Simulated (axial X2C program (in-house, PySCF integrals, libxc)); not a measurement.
## SiS⁺: properties at the nuclei

Computed with an axial X2C code built on PySCF integrals: two-component X2C with atomic mean-field Coulomb and Gaunt terms, Gaussian nuclei, basis S dyall-av3z, Si dyall-v3z with contracted cores.

R = 2.082 Å (near the PBE0 minimum at charge 1 of the determinant lowest at the starting distance; the state shown can have its own minimum elsewhere).

Input and command:
```json
{"zs": [16, 14], "q": 1, "bas": ["dyall-av3z", "dyall-v3z"], "r0": 2.01, "levels": ["PBE0", "HF", "LDA", "PBE50", "r2SCAN"], "nst": 3}
```
```bash
python soeom.py task.json out
```

Keys: zs atomic numbers; q charge; bas basis sets; r0 starting distance in Å; levels methods; nst determinants followed.

Determinant lowest in the PBE0 search, Ω = 3/2 (⟨Sz⟩ = 0.50, ⟨Lz⟩ = 1.00 at PBE0), spin on the atoms S 0.47, Si 0.03:

```tsv
level	Eeff magnitude (GV/cm)	Ws magnitude S (kHz)	A∥/gI S (MHz)	qzz S (a.u.)	A∥/gI Si (MHz)	qzz Si (a.u.)
PBE0	0.0165	0.00444	194	-1.32	31.5	-1.87
HF	0.0402	0.00947	201	-1.11	28.3	-2.10
LDA	0.00828	0.00251	206	-1.48	33	-1.79
PBE50	0.0212	0.00547	197	-1.22	29	-1.95
r2SCAN	0.0198	0.00505	203	-1.44	36.9	-1.80
```

Determinant 0.04 eV from it at PBE0 and this distance, Ω = 1/2 (⟨Sz⟩ = -0.50, ⟨Lz⟩ = 1.00 at PBE0), spin on the atoms S -0.47, Si -0.03:

```tsv
level	Eeff magnitude (GV/cm)	Ws magnitude S (kHz)	Ws magnitude Si (kHz)	A∥/gI S (MHz)	qzz S (a.u.)	A∥/gI Si (MHz)	qzz Si (a.u.)
PBE0	0.00121	0.00509	0.00631	993	-1.34	107	-1.86
HF	0.103	0.00266	0.0767	870	-1.10	121	-2.07
LDA	0.0391	0.00623	0.0244	937	-1.42	153	-1.76
PBE50	0.000548	0.00665	0.00651	982	-1.24	95	-1.95
r2SCAN	0.00654	0.00992	0.00547	897	-1.45	115	-1.80
```

Eeff is the effective electric field on the electron electric dipole moment in this Ω state and Ws the scalar–pseudoscalar constant of the nucleus named (defined with the proton number Z and per Ω); A∥ (defined per Ω) follows by multiplying with gI = μI/(I μN); qzz is the electric field gradient, eQq0 = 234.96 MHz × Q/barn × qzz. The operators were transformed with the bare-nucleus X2C matrices; with these basis sets, hyperfine constants and field gradients can be off by tens of per cent, and where levels differ in sign neither size nor sign is settled.

(1) With gI(33S) = 0.4292, Q(33S) = -0.0694 barn, gI(29Si) = -1.1106 (g factors from the IAEA table of nuclear moments by Stone; Q from Pyykkö, Mol. Phys. 2018), turn the PBE0 values of the first state into constants in MHz.

Each state is one determinant with collinear spin. Unrestricted Hartree–Fock can overshoot spin polarisation at the nuclei. In the state Ω = 1/2 the sign of Eeff differs between levels (PBE50, r2SCAN against PBE0). Where Eeff spreads by more than a factor of two the levels disagree and none is to be relied on. The search compared states at one distance, so a state with another bond length can lie lower. The sign of Ws at Si differs between levels in the first state. The sign of Ws at S differs between levels in the second state. PBE0 term energies can be off by some tenths of an eV.

Answers

(1) A∥(33S) = 194 × 0.4292 = 83.3 MHz; eQq0(33S) = 234.96 × (-0.0694) × (-1.32) = 21.5 MHz; A∥(29Si) = 31.5 × -1.1106 = -35 MHz.
